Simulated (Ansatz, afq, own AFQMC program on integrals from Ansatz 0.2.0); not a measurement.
**Where AFQMC and coupled cluster stand for Hf, quintet**

A free Hf atom.

Basis def2-SVP with its core potentials. Only valence electrons are correlated. Integrals, coupled cluster, full CI and functionals: Ansatz 0.2.0; the random walks run on the same integrals in our own AFQMC program. The CISD trial takes its coefficients from CCSD amplitudes. Released means that phaseless walkers are propagated on without the constraint, phases kept. ± is one standard error of the sampling. No spin–orbit coupling. The metal's outer-core s and p shells are frozen, which shifts wave-function levels against functionals.

Determinant: UHF, the one that the program's search chose, which needn't be the lowest solution.

Full CI on the same integrals is exact in this basis and with this determinant's frozen core.

Cautions: no spin-orbit coupling; outer-core shells of the metal frozen; another spin lies lower (by 1.52 eV); the ph-AFQMC/CISD walk drifts between its halves (2.1 errors).

* T1 diagnostic: 0.0070
* weight of the determinant in the CISD state: 0.973
* ⟨S²⟩ of the determinant: 6.005
* size of the correlated space: 4 electrons in 28 orbitals

Reference: full CI, correlation energy -0.723 eV. The released energy is read at 1.20 1/Eh, later times being too noisy (meV from the phaseless value at times in 1/Eh: -4.8 ± 1.8 at 0.60, -10 ± 4 at 1.20, -40 ± 35 at 2.00, 40 ± 43 at 3.00, 5 ± 9 at 4.20).

| level | E − E(reference) (kJ/mol) | share of correlation (%) |
| --- | --- | --- |
| HF | 69.8 | 0.00 |
| MP2 | 17.9 | 74.30 |
| CCSD | 1.1 | 98.39 |
| CCSD(T) | 0.4 | 99.46 |
| CCSDT | 0.0 | 99.98 |
| CCSDT(Q) | 0.0 | 100.00 |
| ph-AFQMC/CISD | 0.9 ± 0.2 | 98.76 |
| released AFQMC | -0.1 ± 0.4 | 100.18 |

CCSDT and higher add their correlation energy to the determinant of the CCSD(T) run, since their own runs factorise the integrals more tightly (a shift of under 2 meV). Released energies are given only where the last usable release times agree within the noise; a slower fall can still hide under it.
